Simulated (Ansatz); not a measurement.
# PCO⁺, triplet in cc-pVDZ: errors against UCCSDT(Q)

Geometry: that of the PCO, doublet, kept fixed.

```xyz
3

O     0.0000    0.0000    1.3231
C     0.0000    0.0000    0.1664
P     0.0000    0.0000   -1.4895
```

Basis cc-pVDZ; Ansatz 0.2.0. Only valence electrons are correlated (noble-gas cores frozen), which leaves 14 electrons in 39 orbitals. Prefix R: restricted or restricted open-shell reference; prefix U: unrestricted. Active spaces: valence = (12e, 11o, short of the full valence) chosen from the atoms' valence shells.

Full CI isn't at hand for all of this; UCCSDT(Q) serves as the reference, and is uncertain by about the last step of the cluster series. The frozen core follows each run's orbitals, which can shift R against U totals by a few meV.

Unrestricted rows (U) aren't spin-pure: their determinants' ⟨S²⟩ exceeds S(S+1) by up to 0.14, so they mix in states of higher spin. For open shells CISD is restricted-active-space CI with the open shells as a complete middle space.

- UHF ⟨S²⟩: 2.142
- T1 diagnostic (RCCSD): 0.0304
- largest doubles amplitude (RCCSD): 0.064
- T1 diagnostic (UCCSD): 0.0321

| level | E − E(UCCSDT(Q)) (mEh) | share of correlation (%) | wall time |
| --- | --- | --- | --- |
| RHF | 418.48 | 0.00 | – |
| UHF | 404.90 | 3.25 | – |
| RMP2 | 33.21 | 92.06 | – |
| UMP2 | 44.82 | 89.29 | – |
| CISD | 60.20 | 85.61 | 8.5 s |
| RCCSD | 19.94 | 95.23 | – |
| UCCSD | 19.30 | 95.39 | – |
| RCCSD(T) | 2.91 | 99.30 | 2 s |
| UCCSD(T) | 3.57 | 99.15 | 2.1 s |
| BCCD(T) | 2.98 | 99.29 | 2.5 s |
| RCCSDT | 1.98 | 99.53 | – |
| UCCSDT | 1.98 | 99.53 | – |
| RCCSDT(Q) | 0.27 | 99.94 | 49 s |
| CASSCF (valence space) | 244.89 | 41.48 | – |
| NEVPT2 (valence space) | 47.12 | 88.74 | 17 s |
| MRCISD (valence space) | 20.06 | 95.21 | – |
| MRCISD+Q (valence space) | 2.68 | 99.36 | 26 s |

The correlation energy at UCCSDT(Q), counted from RHF, is -11.388 eV. That run took 42 s on 1 thread of Arm Neoverse V1, shared host.

Times hold each run's SCF and search for its determinant on a shared host, so for small cases they say little of a method's own cost; they ran on 1 thread of Arm Neoverse V1.

Natural occupations of CASSCF (valence space) about the gap: 1.974 1.940 1.940 1.003 1.003 0.060 0.060 0.032 0.021; effectively unpaired electrons, Σ n²(2−n)², 2.06.
